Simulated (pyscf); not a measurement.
Structures and frequencies: ωB97X-D3(BJ)/def2-SVP in PySCF.

**Question.** Estimate by transition-state theory the rate constant of •H₂Si–Cl + ammonia (NH₃) → H₂N–SiH•–Cl + hydrogen (H₂) (doublet surface; H–Si, H–N broken, N–Si, H–H formed) at 900 K, with ωB97M-D3(BJ)/def2-TZVP energies (ideal gas, 1 atm, RRHO with modes under 100 cm⁻¹ raised to 100, one conformer, R ln 2 for chiral ones without a mode under 150 cm⁻¹; no tunnelling).

**Answer.** The electronic barrier is 29.6 kcal/mol and the thermal terms add +28.3, so ΔG‡ = 57.9 kcal/mol. With k_BT/h = 1.88e+13 s⁻¹ and RT = 1.788 kcal/mol, and a volume of 1.23e-19 cm³ per molecule at 1 atm, k = 2.0e-20 cm³ molecule⁻¹ s⁻¹. Wigner's tunnelling factor for 1590i cm⁻¹ would be 1.27. A shift of 1 kcal/mol in the barrier changes k by a factor 1.7. At the saddle there is also a short H–Si contact that neither side keeps. The same reactants have a lower exit, to H₂N–SiH₂• + HCl (barrier +12.9 kcal/mol at ωB97M-D3(BJ)/def2-TZVP, against +29.6 kcal/mol here). This is the saddle that the search found; another between the same sides may lie lower.
